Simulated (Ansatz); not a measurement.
# BClHSi− (SMILES [SiH-]=BCl): functionals against CCSD(T) at one geometry

One table from this session's results is given with a row withheld; the runs are named, their logs left out.

The runs use Ansatz 0.2.0, Gaussian basis; single points in def2-TZVPPD.

Cores are frozen in the correlated methods. B3LYP uses VWN-RPA correlation.

### The starting structure

SMILES `[SiH-]=BCl`, 4 atoms, charge -1, spin multiplicity 1.

Atoms are counted from 1 here; the program's logs count them from 0.

Bond lengths: Si1–B2 1.791 Å, Si1–H4 1.197 Å, B2–Cl3 1.389 Å. Angles: B2–Si1–H4 167.9°, Si1–B2–Cl3 166.0°.

Geometry (Å):

```
Si   -0.2372    0.7530   -0.3968
B     0.1136   -0.7581    0.4990
Cl    0.4196   -2.0578    0.8815
H    -0.3771    1.6355   -1.1930
```

Set-up of the first run:

File run/in.yaml:

```yaml
crystal:
  periodic: [false, false, false]
  atoms:
    - {symbol: Si, position_ang: [-0.237200, 0.753000, -0.396800]}
    - {symbol: B, position_ang: [0.113600, -0.758100, 0.499000]}
    - {symbol: Cl, position_ang: [0.419600, -2.057800, 0.881500]}
    - {symbol: H, position_ang: [-0.377100, 1.635500, -1.193000]}
basis:
  gaussian: {orbitals: "def2-TZVPPD.json"}
total_charge: -1
correlation: {method: ccsd_t}
output: {forces: true}
```

The basis file named in the input lies beside it (Basis Set Exchange, JSON).

The command line of these runs was not kept.

Steps of the session up to this table: CCSD(T)/def2-TZVPPD; PBE0-D4/def2-TZVPPD; wB97M-V/def2-TZVPPD; r2SCAN-D4/def2-TZVPPD; PBE-D4/def2-TZVPPD; r2SCANh-D4/def2-TZVPPD; B3LYP-D4/def2-TZVPPD.

One of the session's tables, all rows but one given; the rest of the session is left out.

```
    method  RMS force component (eV/Å)  angle to CCSD(T) forces (°)
   CCSD(T)                       9.887                    reference
   PBE0-D4                       9.622                          1.6
   wB97M-V                           ?                            ?
 r2SCAN-D4                       9.539                          1.3
    PBE-D4                       9.482                          1.3
r2SCANh-D4                       9.583                          1.4
  B3LYP-D4                       9.565                          1.3
```

Estimate the missing values for wB97M-V.

**Answer.** RMS force component (eV/Å): 9.820; angle to CCSD(T) forces (°): 1.5. In the column «RMS force component (eV/Å)» it lies between PBE0-D4 (9.622) and CCSD(T) (9.887).

Limits of these values: The anion's highest level is positive in at least one run, so there the basis alone may hold the extra electron.
